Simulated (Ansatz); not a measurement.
## Gallium, alpha-Ga (Cmce): convergence with Fermi-Dirac smearing

Computed with Ansatz, r²SCAN, scalar-relativistic PAW, on the relaxed cell (a = 4.464 Å, b = 7.586 Å, c = 4.535 Å; spin not included). Errors count from a run at 500 eV on a Γ-centred 11×11×9 mesh with Fermi-Dirac smearing of 0.1 eV, extrapolated to zero width. Fixed here: cutoff 500 eV, mesh 8×8×7. The SCF starts from atomic densities corrected by a trained network.

```json
{"width (eV)": "0.01", "E(σ→0) error (meV/atom)": "1.9", "F error (meV/atom)": "1.9", "P (GPa)": "0.00", "SCF iterations": "7"}
{"width (eV)": "0.03", "E(σ→0) error (meV/atom)": "1.9", "F error (meV/atom)": "1.4", "P (GPa)": "-0.01", "SCF iterations": "7"}
{"width (eV)": "0.1", "E(σ→0) error (meV/atom)": "1.5", "F error (meV/atom)": "-1.8", "P (GPa)": "0.00", "SCF iterations": "7"}
{"width (eV)": "0.2", "E(σ→0) error (meV/atom)": "2.3", "F error (meV/atom)": "-12.3", "P (GPa)": "0.13", "SCF iterations": "7"}
{"width (eV)": "0.3", "E(σ→0) error (meV/atom)": "5.8", "F error (meV/atom)": "-32.0", "P (GPa)": "0.42", "SCF iterations": "7"}
{"width (eV)": "0.6", "E(σ→0) error (meV/atom)": "26.3", "F error (meV/atom)": "-164.3", "P (GPa)": "1.96", "SCF iterations": "7"}
{"width (eV)": "1.0", "E(σ→0) error (meV/atom)": "52.7", "F error (meV/atom)": "-521.8", "P (GPa)": "4.96", "SCF iterations": "7"}
```
